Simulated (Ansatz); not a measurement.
# AlNH (doublet): wave-function methods side by side, def2-TZVPP

One table from this session's results is given with a row withheld; the runs are named, their logs left out.

Program: Ansatz 0.2.0, Gaussian basis. Level of theory: def2-TZVPP, core rule «outside noble gas», up to 6 orbitals frozen. These are calculated values, not measurements.

The runs, in order: UHF; ROHF; CCSD(T) on UHF.

## What is computed

The geometry is a PBE0/def2-TZVP stationary point (not a proven minimum) of the parent state, kept for this charge and spin.

3 atoms, charge 0, spin multiplicity 2.

Atoms are counted from 1 here; the program's logs count them from 0.

Bond lengths: Al1–N2 1.909 Å, N2–H3 1.029 Å. Angles: Al1–N2–H3 108.4°.

The first run:

File in.yaml:

```yaml
crystal:
  periodic: [false, false, false]
  atoms:
    - {symbol: Al, position_ang: [0.000000, -0.031887, 0.689947]}
    - {symbol: N, position_ang: [0.000000, 0.120874, -1.212902]}
    - {symbol: H, position_ang: [0.000000, -0.826124, -1.614269]}
basis:
  gaussian: {orbitals: def2-TZVPP}
magnetization: {spin_polarized: true, initial_magnetization: 1}
hamiltonian: {xc: hf}
output: {orbitals: {seedname: orbitals}}
```

Run with:

```bash
> ansatz run in.yaml --threads 1 --pin off --events-out ev --progress --plain --max-ram 3968MiB --backend cpu
```

Steps of the session up to this table: UHF; ROHF; CCSD(T) on UHF.

One of the session's tables, all rows but one given; the rest of the session is left out.

```
  method  from UCCSD(T) (meV)
    ROHF                    ?
     UHF              +7079.3
    UMP2               +942.2
   UCCSD               +249.5
UCCSD(T)                    0
```

Q: Estimate the row for ROHF from the others.

**Answer.** from UCCSD(T) (meV): +7200.1. In the column «from UCCSD(T) (meV)» it is the highest.
